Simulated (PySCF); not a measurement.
NaB: frontier orbitals

PBE0 at R = 2.494 Å; basis Na def2-SVP, B def2-SVP; no relativity; PySCF 2.14. State: ³Π (triplet), unpaired electrons σ ↑, π ↑. Only the outer orbitals are listed, counted within each symmetry.

```tsv
spin	orbital	occ.	ε (eV)	on Na (%)	main shells (%)
α	1π	1	-32.38	100	100 Na p
α	1π	1	-32.37	100	100 Na p
α	4σ	1	-32.34	99	100 Na p
α	5σ	1	-9.68	6	94 B s
α	6σ	1	-4.11	33	66 B p, 33 Na s
α	2π	1	-3.76	10	90 B p, 8 Na p
α	7σ	0	-1.47	80	51 Na s, 28 Na p, 20 B p
α	2π	0	-1.36	24	76 B p, 23 Na p
α	3π	0	0.47	94	93 Na p
β	1π	1	-32.33	100	100 Na p
β	1π	1	-32.30	100	100 Na p
β	4σ	1	-32.28	100	100 Na p
β	5σ	1	-7.72	8	89 B s
β	6σ	0	-1.37	85	76 Na s, 12 B p, 9 Na p
β	2π	0	-0.77	25	74 B p, 24 Na p
β	2π	0	0.00	48	52 B p, 47 Na p
```

Question: Which are the highest filled and the lowest empty level, where do they sit, and how wide is the gap?

Answer: Highest filled α 2π at -3.76 eV (in %: 90 B p, 8 Na p); lowest empty α 7σ at -1.47 eV (in %: 51 Na s, 28 Na p, 20 B p); the gap at PBE0 is 2.29 eV.

```
bond order (Mayer)                              : 0.84
⟨S²⟩                                            : 2.004
charge on Na (Mulliken, basis-dependent)        : 0.43
charge on Na (Löwdin, basis-dependent)          : 0.18
dipole moment (positive dipole means Na(−)B(+)) : -5.98 D
polarisability along the bond                   : 151.8 bohr³
polarisability across the bond                  : 67.6 bohr³
```

The state was picked by a PBE0 search and need not be the measured ground state.
